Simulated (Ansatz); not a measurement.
For cubic Cu3N, LDA in Ansatz (plane waves, PAW) gives:

* **lattice parameter a**: 3.721 Å
* **band gap at the measured cell**: 0.19 eV

Q: What does PBEsol in Ansatz (plane waves, PAW) give for the same quantities?

A: 
- lattice constant a: 3.765 Å (rises by 1.2 %)
- band gap at the measured cell: 0.13 eV (shrinks by 0.06 eV)

For comparison: lattice constant a 3.807 Å (measured, temperature not stated, copied from a table, unchecked, no zero-point or thermal correction; as tabulated in Zeitschrift fuer Anorganische und Allgemeine Chemie 239, 282 (1938)).

Changes are worked out from the printed values.

Unless a cell is named, each level is at its own relaxed cell (LDA 12.88, PBEsol 13.34 Å³/atom).

Density-functional gaps are differences of (generalised) Kohn–Sham levels.

Ansatz's density-functional and Hartree–Fock values are scalar-relativistic unless marked +SOC, with PAW data made under PBE.

Ansatz is a first-principles code.
